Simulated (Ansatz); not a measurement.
# PH2 radical: how energies converge with the basis set

One table from this session's results is given with a row withheld; the runs are named, their logs left out.

The runs use Ansatz 0.2.0, Gaussian basis; one geometry, several basis sets.

Levels to be run: PBE0-D4/def2-SVP; ωB97M-V/def2-SVP; PBE0-D4/def2-QZVPP; ωB97M-V/def2-QZVPP; CCSD(T)/cc-pV(D+d)Z; CCSD(T)/cc-pV(T+d)Z; CCSD(T)/cc-pV(Q+d)Z; the functionals' def2-TZVPP values are taken from earlier runs.

## Structure used throughout

All runs share one geometry, relaxed beforehand with PBE0-D4 in a triple-zeta def2 set.

3 atoms, charge 0, spin multiplicity 2.

Atoms are counted from 1 here; the program's logs count them from 0.

Bond lengths: P1–H2 1.424 Å, P1–H3 1.424 Å. Angles: H2–P1–H3 91.5°.

Set-up of the first run:

Input file in.yaml:

```yaml
crystal:
  periodic: [false, false, false]
  atoms:
    - {symbol: P, position_ang: [-0.000000, -0.000000, 0.123908]}
    - {symbol: H, position_ang: [-0.000000, 1.019953, -0.869724]}
    - {symbol: H, position_ang: [0.000000, -1.019953, -0.869724]}
basis:
  gaussian: {orbitals: def2-SVP}
magnetization: {spin_polarized: true, initial_magnetization: 1}
hamiltonian: {xc: pbe0, dispersion: d4}
output: {orbitals: {seedname: orbitals}}
```

Started as:

```
> ansatz run in.yaml --threads 2 --pin off --events-out ev --progress --plain --max-ram 20480MiB --backend cpu
```

Among the steps run: PBE0-D4 in def2-SVP; ωB97M-V in def2-SVP; PBE0-D4 in def2-QZVPP; ωB97M-V in def2-QZVPP.

One table of the session follows, with a row left open; its other results are not shown here.

It belongs to the step «Density functionals: the series». 

```
functional       basis  HOMO (eV)  LUMO (eV)
   PBE0-D4    def2-SVP      -7.14      -2.86
   PBE0-D4  def2-TZVPP          ?          ?
   PBE0-D4  def2-QZVPP      -7.24      -3.08
   ωB97M-V    def2-SVP      -8.93      -0.91
   ωB97M-V  def2-TZVPP      -9.02      -1.22
   ωB97M-V  def2-QZVPP      -9.06      -1.32
```

Q: Estimate the row for PBE0-D4, def2-TZVPP from the others.

As computed: HOMO (eV): -7.22; LUMO (eV): -3.04. In the column «HOMO (eV)» it lies between PBE0-D4, def2-QZVPP (-7.24) and PBE0-D4, def2-SVP (-7.14).
